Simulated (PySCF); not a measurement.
All values below come from PBE-D3(BJ)/def2-TZVP // B3LYP-D3(BJ)/def2-TZVP run with PySCF. Gas-phase values, no solvent. Excitations are Tamm–Dancoff values on a coarser integration grid. The basis has no diffuse functions, so Rydberg states are missing or too high.

Reference species (SMILES): `C=C` (neutral, multiplicity 1).

```
Item                                           Value
-------------------------------------------  -------
S1–T1 gap (TDA)                              3.16 eV
brightest of the four lowest singlets (TDA)  8.50 eV
S1 oscillator strength                         0.000
```

Changed species: `C=CI` (X = iodo; the reference has X = H).

Problem. Predict the effect on the S1–T1 gap (TDA), brightest of the four lowest singlets (TDA) and S1 oscillator strength.

Solution. the S1–T1 gap (TDA) falls by 2.53 eV, to 0.63 eV; the brightest of the four lowest singlets (TDA) drops by 3.17 eV, to 5.33 eV; the S1 oscillator strength hardly moves.
